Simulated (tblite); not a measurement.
Compound: ethyl vinyl ketone, C5H8O.
Atom-mapped SMILES: `[CH2:1]=[CH:2][C:3](=[O:4])[CH2:5][CH3:6]` (hydrogens: H7, H8 on C1; H9 on C2; H10, H11 on C5; H12, H13, H14 on C6)

Computed with GFN2-xTB (tblite), gas phase: Langevin dynamics at 300 K from the optimised GFN2-xTB geometry, time step 0.5 fs, friction 0.01 fs⁻¹, 2000 steps. The instantaneous temperature is 2·E(kin)/(3Nk) with all 3N coordinates.

```tsv
t (fs)	T (K)	E(pot) above start (eV)	C1=C2 (Å)	C2–C3 (Å)	C3=O4 (Å)	C3–C5 (Å)	C5–C6 (Å)	C1–H7 (Å)	C1–C2–C3–O4 (°)
0	232	0.000	1.327	1.483	1.209	1.515	1.522	1.078	4
50	212	0.220	1.314	1.506	1.206	1.514	1.568	1.075	1
100	252	0.403	1.363	1.490	1.186	1.531	1.484	1.115	-14
150	291	0.370	1.281	1.483	1.228	1.499	1.535	1.027	-28
200	421	0.519	1.372	1.553	1.212	1.545	1.531	1.089	-38
250	390	0.593	1.283	1.500	1.208	1.463	1.533	1.108	-50
300	271	0.512	1.366	1.463	1.230	1.531	1.499	1.051	-35
350	262	0.521	1.301	1.521	1.214	1.525	1.562	1.062	-14
400	306	0.258	1.385	1.498	1.206	1.485	1.540	1.100	0
450	274	0.439	1.276	1.463	1.218	1.512	1.546	1.072	-9
500	389	0.408	1.387	1.508	1.204	1.545	1.522	1.086	-28
550	362	0.381	1.334	1.504	1.209	1.516	1.519	1.081	-21
600	278	0.471	1.314	1.493	1.225	1.543	1.542	1.023	-7
650	294	0.408	1.322	1.451	1.217	1.524	1.472	1.083	-3
700	244	0.434	1.313	1.488	1.197	1.501	1.560	1.142	5
750	253	0.519	1.336	1.534	1.243	1.508	1.632	1.052	-4
800	284	0.316	1.317	1.538	1.194	1.518	1.507	1.113	-2
850	293	0.473	1.336	1.450	1.229	1.494	1.588	1.085	-15
900	368	0.516	1.319	1.482	1.220	1.467	1.584	1.062	18
950	337	0.513	1.335	1.513	1.190	1.511	1.490	1.134	32
1000	294	0.651	1.313	1.554	1.227	1.556	1.538	1.047	25
```

Question: From 500 fs on, how do temperature and potential energy compare with equipartition?

Answer: The mean temperature of these 11 frames is 309 K against the target 300 K, and the mean potential energy 0.46 eV against 36 × kT/2 = 0.47 eV for 36 classical harmonic modes. For 14 atoms in a canonical ensemble the temperature itself scatters by T·√(2/(3N)) = 65 K; here its standard deviation is 46 K. The whole run lasts only 10 friction times of 100 fs, so these averages carry a wide statistical error.

Question: What are the kinetic and total energies of the listed frame with the highest potential energy?

Answer: The one at 1000 fs, 0.651 eV above the start. Its kinetic energy is 3NkT/2 = 0.532 eV at 294 K, so the sum is 1.18 eV; over the listed frames the sum runs from 0.42 to 1.30 eV, since the thermostat adds and removes energy.

Question: How much do the listed bonds fluctuate from 500 fs on?

Answer: 
```csv
bond,at the start (Å),mean (Å),standard deviation (Å)
C1=C2,1.327,1.330,0.020
C2–C3,1.483,1.501,0.032
C3=O4,1.209,1.214,0.016
C3–C5,1.515,1.517,0.024
C5–C6,1.522,1.541,0.045
C1–H7,1.078,1.083,0.035
```

The motion is classical and holds no zero-point motion.

What follows is the cost of the whole dynamics run. Hardware: one thread of an Arm Neoverse N1, shared host with 64 logical CPUs at a one-minute load of 57. Cost: 13 s of wall time, 0.18 GiB resident at most.
